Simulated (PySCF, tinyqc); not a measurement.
Worked calculation (part 1 of 2): RHF in the sto-3g basis, for CH2, spin multiplicity 1. The lowest restricted solution is unstable here: a spin-polarised one lies 0.0314 hartree lower (PySCF). Computed by tinyqc, a small Python program that keeps every step (integrals from PySCF). Settings: charge = 0, multiplicity = 1, basis = sto-3g, energy threshold = 1e-09, iteration cap = 57, orthogonalisation = symmetric, start = core, DIIS depth = 4, method = RHF. Command: `OMP_NUM_THREADS=1 python tinyqc.py 25659 25660 out.jsonl` (the two numbers bound the seeds that draw the settings). One thread of a shared host (Intel(R) Xeon(R) Processor @ 2.60GHz), about 0.1 s of CPU time with the checks. Later iterations appear only in the table of the cycle.

## One-electron integrals

Geometry (angstrom):
```
atom         x          y         z
C     0.000000   0.000000  0.000000
H     0.000000   1.330000  0.633000
H     0.000000  -1.349000  0.642000
```

Basis sto-3g: exponents (1/bohr^2) and contraction coefficients of normalised primitives:
```
element  l (shell)   exponent  coefficient
C            s (1)  71.616837     0.154329
C            s (1)  13.045096     0.535328
C            s (1)   3.530512     0.444635
C            s (2)   2.941249    -0.099967
C            s (2)   0.683483     0.399513
C            s (2)   0.222290     0.700115
C            p (3)   2.941249     0.155916
C            p (3)   0.683483     0.607684
C            p (3)   0.222290     0.391957
H            s (1)   3.425251     0.154329
H            s (1)   0.623914     0.535328
H            s (1)   0.168855     0.444635
```

Overlap, kinetic and nuclear-attraction integrals over the contracted functions; the nuclear repulsion is the sum of Za Zb / Rab.

nuclear repulsion = 4.47834779 hartree

overlap S, order 1C 1s, 1C 2s, 1C 2px, 1C 2py, 1C 2pz, 2H 1s, 3H 1s:
$$\begin{pmatrix}
1.000000 & 0.248362 & 0.000000 & 0.000000 & 0.000000 & 0.026009 & 0.024830 \\
0.248362 & 1.000000 & 0.000000 & 0.000000 & 0.000000 & 0.297187 & 0.288303 \\
0.000000 & 0.000000 & 1.000000 & 0.000000 & 0.000000 & 0.000000 & 0.000000 \\
0.000000 & 0.000000 & 0.000000 & 1.000000 & 0.000000 & 0.291331 & -0.284294 \\
0.000000 & 0.000000 & 0.000000 & 0.000000 & 1.000000 & 0.138656 & 0.135298 \\
0.026009 & 0.297187 & 0.000000 & 0.291331 & 0.138656 & 1.000000 & 0.035121 \\
0.024830 & 0.288303 & 0.000000 & -0.284294 & 0.135298 & 0.035121 & 1.000000
\end{pmatrix}$$

kinetic energy T (hartree), order 1C 1s, 1C 2s, 1C 2px, 1C 2py, 1C 2pz, 2H 1s, 3H 1s:
$$\begin{pmatrix}
15.891122 & -0.085890 & 0.000000 & 0.000000 & 0.000000 & -0.007844 & -0.007434 \\
-0.085890 & 0.472250 & 0.000000 & 0.000000 & 0.000000 & 0.021140 & 0.018359 \\
0.000000 & 0.000000 & 1.477728 & 0.000000 & 0.000000 & 0.000000 & 0.000000 \\
0.000000 & 0.000000 & 0.000000 & 1.477728 & 0.000000 & 0.079869 & -0.074535 \\
0.000000 & 0.000000 & 0.000000 & 0.000000 & 1.477728 & 0.038013 & 0.035472 \\
-0.007844 & 0.021140 & 0.000000 & 0.079869 & 0.038013 & 0.760032 & -0.009383 \\
-0.007434 & 0.018359 & 0.000000 & -0.074535 & 0.035472 & -0.009383 & 0.760032
\end{pmatrix}$$

nuclear attraction V (hartree), order 1C 1s, 1C 2s, 1C 2px, 1C 2py, 1C 2pz, 2H 1s, 3H 1s:
$$\begin{pmatrix}
-34.366211 & -4.369428 & 0.000000 & -0.000234 & -0.007860 & -0.463840 & -0.442853 \\
-4.369428 & -5.900309 & 0.000000 & -0.002425 & -0.089331 & -1.343601 & -1.295533 \\
0.000000 & 0.000000 & -5.815764 & 0.000000 & 0.000000 & 0.000000 & 0.000000 \\
-0.000234 & -0.002425 & 0.000000 & -5.919584 & -0.000893 & -1.198188 & 1.160510 \\
-0.007860 & -0.089331 & 0.000000 & -0.000893 & -5.839280 & -0.581625 & -0.563430 \\
-0.463840 & -1.343601 & 0.000000 & -1.198188 & -0.581625 & -3.569918 & -0.145688 \\
-0.442853 & -1.295533 & 0.000000 & 1.160510 & -0.563430 & -0.145688 & -3.540553
\end{pmatrix}$$

core Hamiltonian H = T + V (hartree), order 1C 1s, 1C 2s, 1C 2px, 1C 2py, 1C 2pz, 2H 1s, 3H 1s:
$$\begin{pmatrix}
-18.475090 & -4.455318 & 0.000000 & -0.000234 & -0.007860 & -0.471684 & -0.450286 \\
-4.455318 & -5.428059 & 0.000000 & -0.002425 & -0.089331 & -1.322462 & -1.277174 \\
0.000000 & 0.000000 & -4.338036 & 0.000000 & 0.000000 & 0.000000 & 0.000000 \\
-0.000234 & -0.002425 & 0.000000 & -4.441855 & -0.000893 & -1.118319 & 1.085975 \\
-0.007860 & -0.089331 & 0.000000 & -0.000893 & -4.361552 & -0.543612 & -0.527958 \\
-0.471684 & -1.322462 & 0.000000 & -1.118319 & -0.543612 & -2.809886 & -0.155071 \\
-0.450286 & -1.277174 & 0.000000 & 1.085975 & -0.527958 & -0.155071 & -2.780521
\end{pmatrix}$$

## Two-electron integrals

Functions are numbered as in S; the eight-fold symmetry (ij|kl) = (ji|kl) = (kl|ij) leaves the list below.

Two-electron integrals (ij|kl) in chemists' order, unique and non-zero (hartree):
```
(11|11) 3.541948    (21|11) 0.576921    (21|21) 0.111888    (22|11) 0.854682
(22|21) 0.205284    (22|22) 0.624709    (31|31) 0.020296    (32|31) 0.030858
(32|32) 0.137996    (33|11) 0.852436    (33|21) 0.205335    (33|22) 0.624568
(33|33) 0.672833    (41|41) 0.020296    (42|41) 0.030858    (42|42) 0.137996
(43|43) 0.036269    (44|11) 0.852436    (44|21) 0.205335    (44|22) 0.624568
(44|33) 0.600295    (44|44) 0.672833    (51|51) 0.020296    (52|51) 0.030858
(52|52) 0.137996    (53|53) 0.036269    (54|54) 0.036269    (55|11) 0.852436
(55|21) 0.205335    (55|22) 0.624568    (55|33) 0.600295    (55|44) 0.600295
(55|55) 0.672833    (61|11) 0.060630    (61|21) 0.011695    (61|22) 0.021453
(61|33) 0.021389    (61|41) 0.000605    (61|42) 0.001146    (61|44) 0.021552
(61|51) 0.000288    (61|52) 0.000545    (61|54) 0.000077    (61|55) 0.021426
(61|61) 0.001247    (62|11) 0.176466    (62|21) 0.043105    (62|22) 0.148652
(62|33) 0.144866    (62|41) 0.003643    (62|42) 0.027490    (62|44) 0.154001
(62|51) 0.001734    (62|52) 0.013084    (62|54) 0.004348    (62|55) 0.146935
(62|61) 0.004698    (62|62) 0.050978    (63|31) 0.003948    (63|32) 0.022068
(63|43) 0.005066    (63|53) 0.002411    (63|63) 0.005505    (64|11) 0.148403
(64|21) 0.036667    (64|22) 0.134062    (64|33) 0.127590    (64|41) 0.006545
(64|42) 0.044332    (64|44) 0.145163    (64|51) 0.001236    (64|52) 0.010596
(64|54) 0.005953    (64|55) 0.129275    (64|61) 0.004137    (64|62) 0.054387
(64|64) 0.062473    (65|11) 0.070631    (65|21) 0.017451    (65|22) 0.063805
(65|33) 0.060725    (65|41) 0.001236    (65|42) 0.010596    (65|44) 0.064266
(65|51) 0.004537    (65|52) 0.027111    (65|54) 0.006752    (65|55) 0.066350
(65|61) 0.001969    (65|62) 0.025885    (65|64) 0.027113    (65|65) 0.018409
(66|11) 0.357505    (66|21) 0.088707    (66|22) 0.349726    (66|33) 0.333188
(66|41) 0.008036    (66|42) 0.084535    (66|44) 0.373236    (66|51) 0.003825
(66|52) 0.040234    (66|54) 0.019061    (66|55) 0.342259    (66|61) 0.009725
(66|62) 0.163954    (66|64) 0.191922    (66|65) 0.091343    (66|66) 0.774606
(71|11) 0.057887    (71|21) 0.011166    (71|22) 0.020480    (71|33) 0.020420
(71|41) -0.000576   (71|42) -0.001091   (71|44) 0.020573    (71|51) 0.000274
(71|52) 0.000519    (71|54) -0.000073   (71|55) 0.020455    (71|61) 0.001153
(71|62) 0.004199    (71|64) 0.003448    (71|65) 0.001768    (71|66) 0.008628
(71|71) 0.001136    (72|11) 0.170098    (72|21) 0.041556    (72|22) 0.143527
(72|33) 0.139868    (72|41) -0.003507   (72|42) -0.026587   (72|44) 0.148696
(72|51) 0.001669    (72|52) 0.012653    (72|54) -0.004201   (72|55) 0.141868
(72|61) 0.004240    (72|62) 0.031423    (72|64) 0.025176    (72|65) 0.015559
(72|66) 0.075145    (72|71) 0.004323    (72|72) 0.047806    (73|31) 0.003785
(73|32) 0.021216    (73|43) -0.004886   (73|53) 0.002325    (73|63) 0.003043
(73|73) 0.005126    (74|11) -0.143764   (74|21) -0.035525   (74|22) -0.130072
(74|33) -0.123818   (74|41) 0.006288    (74|42) 0.042794    (74|44) -0.140795
(74|51) -0.001191   (74|52) -0.010269   (74|54) 0.005754    (74|55) -0.125450
(74|61) -0.003501   (74|62) -0.025349   (74|64) -0.018118   (74|65) -0.012374
(74|66) -0.059856   (74|71) -0.003824   (74|72) -0.051236   (74|74) 0.059038
(75|11) 0.068419    (75|21) 0.016906    (75|22) 0.061902    (75|33) 0.058926
(75|41) -0.001191   (75|42) -0.010269   (75|44) 0.062354    (75|51) 0.004352
(75|52) 0.026103    (75|54) -0.006518   (75|55) 0.064353    (75|61) 0.001794
(75|62) 0.015616    (75|64) 0.012346    (75|65) 0.010610    (75|66) 0.039040
(75|71) 0.001820    (75|72) 0.024383    (75|74) -0.025657   (75|75) 0.017336
(76|11) 0.019069    (76|21) 0.004669    (76|22) 0.016546    (76|33) 0.016161
(76|41) -2.01e-06   (76|42) -0.000023   (76|44) 0.016643    (76|51) 0.000332
(76|52) 0.002647    (76|54) -4.22e-06   (76|55) 0.016818    (76|61) 0.000495
(76|62) 0.004772    (76|64) 0.004478    (76|65) 0.002689    (76|66) 0.013754
(76|71) 0.000473    (76|72) 0.004639    (76|74) -0.004386   (76|75) 0.002624
(76|76) 0.000584    (77|11) 0.352622    (77|21) 0.087502    (77|22) 0.345456
(77|33) 0.329308    (77|41) -0.007834   (77|42) -0.082887   (77|44) 0.368411
(77|51) 0.003728    (77|52) 0.039447    (77|54) -0.018609   (77|55) 0.338164
(77|61) 0.008917    (77|62) 0.076978    (77|64) 0.060964    (77|65) 0.039812
(77|66) 0.197482    (77|71) 0.009152    (77|72) 0.158022    (77|74) -0.185796
(77|75) 0.088422    (77|76) 0.013754    (77|77) 0.774606
```

## Orthogonalisation

S = U s U^T; symmetric (Loewdin) form X = U s^(-1/2) U^T, so that X^T S X = 1.

eigenvalues of S: [0.515533, 0.575521, 0.894401, 1.000000, 1.083719, 1.389636, 1.541189]

X, order 1C 1s, 1C 2s, 1C 2px, 1C 2py, 1C 2pz, 2H 1s, 3H 1s:
$$\begin{pmatrix}
1.025632 & -0.139077 & 0.000000 & -0.000256 & -0.004463 & 0.018165 & 0.017666 \\
-0.139077 & 1.102395 & 0.000000 & 0.002411 & 0.035528 & -0.171842 & -0.165286 \\
0.000000 & 0.000000 & 1.000000 & 0.000000 & 0.000000 & 0.000000 & 0.000000 \\
-0.000256 & 0.002411 & 0.000000 & 1.073363 & 0.000999 & -0.168823 & 0.163587 \\
-0.004463 & 0.035528 & 0.000000 & 0.000999 & 1.016151 & -0.078253 & -0.075703 \\
0.018165 & -0.171842 & 0.000000 & -0.168823 & -0.078253 & 1.085191 & -0.011073 \\
0.017666 & -0.165286 & 0.000000 & 0.163587 & -0.075703 & -0.011073 & 1.079974
\end{pmatrix}$$

## Starting guess

The start is the orbitals of the core Hamiltonian; D = 2 C_occ C_occ^T.

D at the start, order 1C 1s, 1C 2s, 1C 2px, 1C 2py, 1C 2pz, 2H 1s, 3H 1s:
$$\begin{pmatrix}
2.128818 & -0.527201 & 0.000000 & -0.000987 & -0.161363 & 0.056066 & 0.054499 \\
-0.527201 & 2.152537 & 0.000000 & 0.005592 & 0.687920 & -0.218137 & -0.211828 \\
0.000000 & 0.000000 & 2.000000 & 0.000000 & 0.000000 & 0.000000 & 0.000000 \\
-0.000987 & 0.005592 & 0.000000 & 2.233535 & 0.004865 & -0.252691 & 0.246431 \\
-0.161363 & 0.687920 & 0.000000 & 0.004865 & 0.219879 & -0.070051 & -0.067348 \\
0.056066 & -0.218137 & 0.000000 & -0.252691 & -0.070051 & 0.050570 & -0.006410 \\
0.054499 & -0.211828 & 0.000000 & 0.246431 & -0.067348 & -0.006410 & 0.048160
\end{pmatrix}$$

## Iteration 1: building the Fock matrix

J_ij = sum D_kl (ij|kl), K_ij = sum D_kl (ik|jl); F = H + J - 0.5 K; E = tr D H + tr D J / 2 - 0.25 tr D K + E_nn.

Coulomb J (hartree), order 1C 1s, 1C 2s, 1C 2px, 1C 2py, 1C 2pz, 2H 1s, 3H 1s:
$$\begin{pmatrix}
12.301746 & 2.400504 & 0.000000 & 0.000015 & 0.032439 & 0.252213 & 0.240785 \\
2.400504 & 5.493132 & 0.000000 & -0.000369 & 0.155121 & 1.265641 & 1.221720 \\
0.000000 & 0.000000 & 5.533737 & 0.000000 & 0.000000 & 0.000000 & 0.000000 \\
0.000015 & -0.000369 & 0.000000 & 5.528682 & 0.000064 & 1.121452 & -1.088006 \\
0.032439 & 0.155121 & 0.000000 & 0.000064 & 5.400572 & 0.550123 & 0.533427 \\
0.252213 & 1.265641 & 0.000000 & 1.121452 & 0.550123 & 2.853452 & 0.140271 \\
0.240785 & 1.221720 & 0.000000 & -1.088006 & 0.533427 & 0.140271 & 2.818530
\end{pmatrix}$$

exchange K (hartree), order 1C 1s, 1C 2s, 1C 2px, 1C 2py, 1C 2pz, 2H 1s, 3H 1s:
$$\begin{pmatrix}
7.265797 & 1.288833 & 0.000000 & -0.000006 & 0.017789 & 0.144660 & 0.138213 \\
1.288833 & 1.838648 & 0.000000 & -0.000608 & 0.427430 & 0.392305 & 0.378144 \\
0.000000 & 0.000000 & 1.719466 & 0.000000 & 0.000000 & 0.000000 & 0.000000 \\
-0.000006 & -0.000608 & 0.000000 & 1.716840 & 0.001368 & 0.277819 & -0.268858 \\
0.017789 & 0.427430 & 0.000000 & 0.001368 & 0.564337 & 0.127454 & 0.122550 \\
0.144660 & 0.392305 & 0.000000 & 0.277819 & 0.127454 & 0.156537 & 0.043011 \\
0.138213 & 0.378144 & 0.000000 & -0.268858 & 0.122550 & 0.043011 & 0.146440
\end{pmatrix}$$

Fock matrix F (hartree), order 1C 1s, 1C 2s, 1C 2px, 1C 2py, 1C 2pz, 2H 1s, 3H 1s:
$$\begin{pmatrix}
-9.806242 & -2.699231 & 0.000000 & -0.000216 & 0.015684 & -0.291801 & -0.278608 \\
-2.699231 & -0.854251 & 0.000000 & -0.002490 & -0.147924 & -0.252973 & -0.244526 \\
0.000000 & 0.000000 & 0.335968 & 0.000000 & 0.000000 & 0.000000 & 0.000000 \\
-0.000216 & -0.002490 & 0.000000 & 0.228407 & -0.001513 & -0.135776 & 0.132398 \\
0.015684 & -0.147924 & 0.000000 & -0.001513 & 0.756851 & -0.057215 & -0.055806 \\
-0.291801 & -0.252973 & 0.000000 & -0.135776 & -0.057215 & -0.034703 & -0.036305 \\
-0.278608 & -0.244526 & 0.000000 & 0.132398 & -0.055806 & -0.036305 & -0.035212
\end{pmatrix}$$

total energy of this density = -36.73892336 hartree

## Iteration 1: diagonalisation and new density

Diagonalise F' = X^T F X, C = X C', fill 4 alpha and 4 beta electrons from the bottom; D = 2 C_occ C_occ^T. Each column has its largest component positive (the first on a tie).

F' = X^T F X (hartree):
$$\begin{pmatrix}
-9.580688 & -1.493563 & 0.000000 & -0.000562 & 0.020474 & -0.006631 & -0.004386 \\
-1.493563 & -0.255433 & 0.000000 & 0.000817 & -0.097221 & -0.179979 & -0.172766 \\
0.000000 & 0.000000 & 0.335968 & 0.000000 & 0.000000 & 0.000000 & 0.000000 \\
-0.000562 & 0.000817 & 0.000000 & 0.358920 & 0.000244 & -0.209069 & 0.202562 \\
0.020474 & -0.097221 & 0.000000 & 0.000244 & 0.789424 & -0.102781 & -0.099454 \\
-0.006631 & -0.179979 & 0.000000 & -0.209069 & -0.102781 & 0.097221 & -0.019068 \\
-0.004386 & -0.172766 & 0.000000 & 0.202562 & -0.099454 & -0.019068 & 0.088195
\end{pmatrix}$$

orbital energies (hartree): MO1 -9.814280, MO2 -0.251086, MO3 -0.080866, MO4 0.271730, MO5 0.335968, MO6 0.551710, MO7 0.820431

coefficients C, order 1C 1s, 1C 2s, 1C 2px, 1C 2py, 1C 2pz, 2H 1s, 3H 1s:
$$\begin{pmatrix}
0.991941 & -0.210171 & -0.000779 & -0.208856 & 0.000000 & -0.005216 & 0.012511 \\
0.031773 & 0.689539 & 0.003352 & 0.903102 & 0.000000 & 0.025622 & -0.000124 \\
0.000000 & 0.000000 & 0.000000 & 0.000000 & 1.000000 & 0.000000 & 0.000000 \\
0.000101 & 0.006202 & -0.396261 & -0.024263 & 0.000000 & 1.024518 & 0.009434 \\
0.000135 & 0.119574 & 0.000276 & 0.021800 & 0.000000 & -0.006522 & 1.015325 \\
-0.004846 & 0.348554 & -0.542669 & -0.667957 & 0.000000 & -0.583945 & -0.197697 \\
-0.004694 & 0.339379 & 0.563621 & -0.679161 & 0.000000 & 0.546730 & -0.183163
\end{pmatrix}$$

D after iteration 1, order 1C 1s, 1C 2s, 1C 2px, 1C 2py, 1C 2pz, 2H 1s, 3H 1s:
$$\begin{pmatrix}
2.143482 & -0.604051 & 0.000000 & 0.008347 & -0.059100 & 0.123733 & 0.130848 \\
-0.604051 & 2.584156 & 0.000000 & -0.037921 & 0.204288 & -0.729729 & -0.755192 \\
0.000000 & 0.000000 & 0.000000 & 0.000000 & 0.000000 & 0.000000 & 0.000000 \\
0.008347 & -0.037921 & 0.000000 & 0.315300 & 0.000207 & 0.466813 & -0.409517 \\
-0.059100 & 0.204288 & 0.000000 & 0.000207 & 0.029547 & 0.053933 & 0.051860 \\
0.123733 & -0.729729 & 0.000000 & 0.466813 & 0.053933 & 1.724338 & 0.532211 \\
0.130848 & -0.755192 & 0.000000 & -0.409517 & 0.051860 & 0.532211 & 1.788257
\end{pmatrix}$$

## Iteration 2: building the Fock matrix

As before.

Coulomb J (hartree), order 1C 1s, 1C 2s, 1C 2px, 1C 2py, 1C 2pz, 2H 1s, 3H 1s:
$$\begin{pmatrix}
10.451759 & 1.964256 & 0.000000 & -0.001206 & 0.021986 & 0.206529 & 0.197260 \\
1.964256 & 4.474075 & 0.000000 & -0.005979 & 0.181469 & 1.148132 & 1.114186 \\
0.000000 & 0.000000 & 4.401876 & 0.000000 & 0.000000 & 0.000000 & 0.000000 \\
-0.001206 & -0.005979 & 0.000000 & 4.568705 & 0.000496 & 1.077379 & -1.053538 \\
0.021986 & 0.181469 & 0.000000 & 0.000496 & 4.434256 & 0.536950 & 0.523680 \\
0.206529 & 1.148132 & 0.000000 & 1.077379 & 0.536950 & 3.297857 & 0.128325 \\
0.197260 & 1.114186 & 0.000000 & -1.053538 & 0.523680 & 0.128325 & 3.307313
\end{pmatrix}$$

exchange K (hartree), order 1C 1s, 1C 2s, 1C 2px, 1C 2py, 1C 2pz, 2H 1s, 3H 1s:
$$\begin{pmatrix}
7.193982 & 1.171608 & 0.000000 & 0.000326 & 0.000507 & 0.128673 & 0.122798 \\
1.171608 & 1.498573 & 0.000000 & -0.010358 & 0.170047 & 0.470521 & 0.454197 \\
0.000000 & 0.000000 & 0.344182 & 0.000000 & 0.000000 & 0.000000 & 0.000000 \\
0.000326 & -0.010358 & 0.000000 & 0.896071 & 0.006407 & 0.529418 & -0.511601 \\
0.000507 & 0.170047 & 0.000000 & 0.006407 & 0.416925 & 0.231118 & 0.226142 \\
0.128673 & 0.470521 & 0.000000 & 0.529418 & 0.231118 & 1.448330 & 0.070901 \\
0.122798 & 0.454197 & 0.000000 & -0.511601 & 0.226142 & 0.070901 & 1.468877
\end{pmatrix}$$

Fock matrix F (hartree), order 1C 1s, 1C 2s, 1C 2px, 1C 2py, 1C 2pz, 2H 1s, 3H 1s:
$$\begin{pmatrix}
-11.620321 & -3.076866 & 0.000000 & -0.001603 & 0.013873 & -0.329492 & -0.314425 \\
-3.076866 & -1.703271 & 0.000000 & -0.003224 & 0.007116 & -0.409590 & -0.390087 \\
0.000000 & 0.000000 & -0.108252 & 0.000000 & 0.000000 & 0.000000 & 0.000000 \\
-0.001603 & -0.003224 & 0.000000 & -0.321186 & -0.003600 & -0.305648 & 0.288237 \\
0.013873 & 0.007116 & 0.000000 & -0.003600 & -0.135758 & -0.122221 & -0.117349 \\
-0.329492 & -0.409590 & 0.000000 & -0.305648 & -0.122221 & -0.236194 & -0.062195 \\
-0.314425 & -0.390087 & 0.000000 & 0.288237 & -0.117349 & -0.062195 & -0.207647
\end{pmatrix}$$

total energy of this density = -37.66153211 hartree

## Iteration 2: DIIS over 2 matrices

error matrix X^T (FDS - SDF) X:
$$\begin{pmatrix}
0.000000 & -0.000049 & 0.000000 & -0.001658 & 0.052165 & -0.006968 & -0.010039 \\
0.000049 & 0.000000 & 0.000000 & 0.005106 & -0.295918 & 0.040664 & 0.056183 \\
0.000000 & 0.000000 & 0.000000 & 0.000000 & 0.000000 & 0.000000 & 0.000000 \\
0.001658 & -0.005106 & 0.000000 & 0.000000 & 0.005799 & -0.335236 & 0.325842 \\
-0.052165 & 0.295918 & 0.000000 & -0.005799 & 0.000000 & -0.191289 & -0.199620 \\
0.006968 & -0.040664 & 0.000000 & 0.335236 & 0.191289 & 0.000000 & -0.005685 \\
0.010039 & -0.056183 & 0.000000 & -0.325842 & 0.199620 & 0.005685 & 0.000000
\end{pmatrix}$$

B (overlaps of the stored error matrices):
$$\begin{pmatrix}
1.6378282e+00 & -4.3240679e-01 \\
-4.3240679e-01 & 7.8067804e-01
\end{pmatrix}$$

Minimise |sum c_i e_i|^2 with sum c_i = 1: solve [B -1; -1 0][c; lambda] = [0; -1] with B_ij = tr e_i^T e_j, and take F = sum c_i F_i.

DIIS coefficients: [0.369469, 0.630531]

extrapolated F (hartree), order 1C 1s, 1C 2s, 1C 2px, 1C 2py, 1C 2pz, 2H 1s, 3H 1s:
$$\begin{pmatrix}
-10.950075 & -2.937342 & 0.000000 & -0.001091 & 0.014542 & -0.315566 & -0.301192 \\
-2.937342 & -1.389585 & 0.000000 & -0.002953 & -0.050167 & -0.351725 & -0.336307 \\
0.000000 & 0.000000 & 0.055874 & 0.000000 & 0.000000 & 0.000000 & 0.000000 \\
-0.001091 & -0.002953 & 0.000000 & -0.118129 & -0.002829 & -0.242886 & 0.230659 \\
0.014542 & -0.050167 & 0.000000 & -0.002829 & 0.194033 & -0.098203 & -0.094611 \\
-0.315566 & -0.351725 & 0.000000 & -0.242886 & -0.098203 & -0.161749 & -0.052630 \\
-0.301192 & -0.336307 & 0.000000 & 0.230659 & -0.094611 & -0.052630 & -0.143938
\end{pmatrix}$$
